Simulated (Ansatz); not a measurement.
A made-up structure of MgAlBH$_{4}$, closed shell:

B1  (-1.512, 0.580, -0.745)
Al2  (0.061, 0.564, 0.640)
Mg3  (2.037, -1.341, 0.423)
H4  (-1.445, 1.156, -1.798)
H5  (-2.506, -0.083, -0.606)
H6  (2.372, -1.662, 2.079)
H7  (3.261, -2.533, 0.273)
(Å)

It is relaxed with PBE-D4/def2-SVP and then PBE0-D4/def2-TZVP (Ansatz 0.2.0). Atoms count as bonded within 1.22 times the sum of their covalent radii (H–H: 0.88 Å). The end point is not checked to be a true minimum.

(1) Does its bonding change? (A judgement: the text doesn't fix the answer.)

Answers

(1) Computed: Yes. Formed: Al2–H7; broken: Mg3–H7.

Where it ends: The first stage lowers the energy by 2.86 eV in 44 steps. It ends as MgAlBH₄ ([BH2][AlH][MgH]):
```xyz
7
angstrom
B -1.1013 0.2482 -0.7518
Al 0.6756 -0.8571 -0.6418
Mg 1.9649 -1.1106 1.7785
H -1.1169 1.4386 -0.9216
H -2.1808 -0.2330 -0.5299
H 2.7558 -1.2589 3.2933
H 1.2712 -1.5456 -1.9614
```

Labels in which every atom is bracketed show which atoms are joined, not bond orders.

For scale, one of the runs: PBE0-D4/def2-TZVP relaxation, 124 basis functions, launched by `ansatz run in.yaml --threads 2 --pin off --events-out ev --progress --plain --max-ram 4352MiB`. The run took about 19 s on 2 CPU threads of an Intel Xeon (shared host).
